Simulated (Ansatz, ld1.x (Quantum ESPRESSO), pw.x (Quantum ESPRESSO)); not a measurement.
## From atom to crystal: TM potential for platinum

ld1.x (Quantum ESPRESSO) 7.5 input, shortened:

```
&input
   title='Pt', zed=78., rel=1, dft='PBESOL', iswitch=3,
   config='[Xe] 4f14 5d9 6s1 6p0'
 /
 &inputp
   pseudotype=2, tm=.true., lloc=1,
   nlcc=.false.
 /
3
6S  1  0   1.00   0.00  2.35  2.35  0.0
5D  3  2   9.00   0.00  1.85  1.85  0.0
6P  2  1   0.00   0.00  3.25  3.25  0.0
 &test
   configts(1)='5d9 6s1 6p0'
 /
```

Atomic tests: cutoffs needed: 40 Ry and 50 Ry (the cutoffs (Ry, on a coarse ladder) from which the occupation-weighted sum of valence levels, in a spherical-Bessel basis at the reference potential, stays within 10 and 1 mRy of its value at 400 Ry); ghost test: no extra level below or beside the all-electron valence levels (s, d, p, f tested) (spherical-Bessel basis up to 400 Ry, 20 bohr box); configuration tests: 1 of 7 tests not solved or not reliable.

Crystal test: sc Pt in pw.x 7.5, no spin, 13³ k-points, Fermi–Dirac smearing 0.01 Ry, cutoffs 60/240 Ry. The reference is all-electron LAPW (Ansatz 0.2.0) with the same functional, mesh and smearing; V0 and B0 come from Birch–Murnaghan fits to the pressures at five volumes. Errors are pseudo minus all-electron; Δ is the rms difference of the E(V) curves that follow from these fits, minima aligned, over ±6 % about the mean V0. Mesh and smearing are coarse, so the numbers serve the comparison and aren't converged zero-temperature values; the lattice is a test structure that the element need not adopt.

All-electron: a0 = 2.588 Å (V0 = 17.34 Å³/atom), B0 = 215.1 GPa.

Problem. How far does the potential miss the all-electron equation of state?

Solution. mean pressure error (GPa): +26.93. The pressure does not cross zero within the volumes sampled, so no fit is given. The largest radius (3.25 bohr) exceeds half the bond length (2.45 bohr), so the spheres overlap, which is one possible source of error among others. This is a poor potential for the solid. Atomic configuration tests: 1 of 7 tests not solved or not reliable.

| V (Å³/atom) | P all-electron (GPa) | P pseudo (GPa) |
| --- | --- | --- |
| 16.490 | 12.38 | 45.55 |
| 16.924 | 5.58 | 35.22 |
| 17.358 | -0.22 | 26.33 |
| 17.792 | -5.17 | 18.67 |
| 18.226 | -9.37 | 12.07 |

Problem. At the middle volume, how do free energy and pressure move when the wave cutoff is lowered (ecutrho kept at four times it)?

Solution.

```csv
cutoff (Ry),shift of F (meV/atom),shift of P (GPa)
27,+4555.9,-174.48
36,+440.1,-28.23
48,+4.5,-0.50
```

The run at the middle volume (84 k-points, 6 iterations) took about 5.8 s on one core of a shared host (Neoverse-V1, 32 threads, 247 GiB, load 21).
